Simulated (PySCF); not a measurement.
Molecule: SMILES ClC1CC1, C$_{3}$H$_{5}$Cl.

Bonds (- single, = double, # triple, : aromatic): Cl1-C2 1.760 Å, C2-C3 1.492 Å, C3-C4 1.504 Å, C4-C2 1.492 Å. C2 carries H5; C3 carries H6, H7; C4 carries H8, H9. H7, H9 are cis to Cl1 on the ring; H6, H8 are trans to Cl1 on the ring.

Geometry PBE0-D3(BJ)/def2-SVP throughout; GIAO in PySCF, gas phase, one conformer, non-relativistic; equivalent atoms averaged; basis pcSseg-2.

For orientation, PBE gives these shifts δ (against HCl, TMS at the same level): Cl1 161.8, C2 36.0, C3/C4 12.2, H5 2.95, H6/H8 0.81, H7/H9 0.64 ppm.

A run gave: Cl1 129.2, C2 39.2, C3/C4 12.7, H5 2.86, H6/H8 0.84, H7/H9 0.80 ppm (shifts δ (against HCl, TMS at the same level)).

Which functional was used in that run?
A. B97-D
B. WP04
C. OPBE
D. KT2
E. KT3

## Answers

B. Cl1 tells them apart best: WP04 gives 129.2, KT2 gives 153.5, B97-D gives 150.0, OPBE gives 142.3, KT3 gives 145.8 ppm.
